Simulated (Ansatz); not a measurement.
Mulliken charges of C3H5N (`NC1=CC1`) from B3LYP/def2-TZVPP in Ansatz (PBE0-D4/def2-TZVP geometry).

| atom | x (Å) | y (Å) | z (Å) | charge (e) |
| --- | --- | --- | --- | --- |
| N1 | -0.340 | 1.296 | -0.821 | -0.293 |
| C2 | 0.110 | 0.187 | -0.193 | 0.115 |
| C3 | 1.011 | -0.710 | 0.053 | -0.251 |
| C4 | -0.352 | -0.928 | 0.662 | -0.210 |
| H5 | 0.350 | 1.928 | -1.192 | 0.163 |
| H6 | -1.149 | 1.741 | -0.422 | 0.165 |
| H7 | 1.994 | -1.121 | -0.078 | 0.170 |
| H8 | -0.509 | -0.757 | 1.731 | 0.071 |
| H9 | -1.026 | -1.682 | 0.244 | 0.071 |

Task: By hand: the dipole of these point charges (1 e Å = 4.8032 D).

Result: Σ q r = (0.030, 0.253, -0.071) e Å, of length 0.264 e Å = 1.27 D.

Task: How does the dipole of the full density compare? (Best estimate.)

Result: Ansatz gave: (-0.034, 0.421, -0.068) e Å, 2.05 D; the point charges give 0.62 times that, at 13° from its direction.

Point charges leave out the atoms' own dipoles, such as those of lone pairs, and Mulliken's split depends on the basis, so the two needn't agree.

B3LYP here is the variant with VWN-RPA as its local correlation; programs differ in this.
